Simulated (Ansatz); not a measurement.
Mulliken charges of CHCl3 from PBE/def2-TZVPP in Ansatz (PBE0-D4/def2-TZVP geometry).

| atom | x (Å) | y (Å) | z (Å) | charge (e) |
| --- | --- | --- | --- | --- |
| C1 | 0.000 | 0.000 | 0.452 | -0.005 |
| H2 | 0.000 | 0.000 | 1.537 | 0.169 |
| Cl3 | 0.000 | 1.675 | -0.083 | -0.055 |
| Cl4 | 1.451 | -0.838 | -0.083 | -0.055 |
| Cl5 | -1.451 | -0.838 | -0.083 | -0.055 |

Question: By hand: the dipole of these point charges (1 e Å = 4.8032 D).

Answer: Σ q r = (0.000, 0.000, 0.271) e Å, of length 0.271 e Å = 1.30 D.

Question: How does the dipole of the full density compare? (Best estimate.)

Answer: The calculation gave: (0.000, 0.000, 0.211) e Å, 1.01 D; the point charges give 1.29 times that, at 0° from its direction.

Point charges leave out the atoms' own dipoles, such as those of lone pairs, and Mulliken's split depends on the basis, so the two needn't agree.
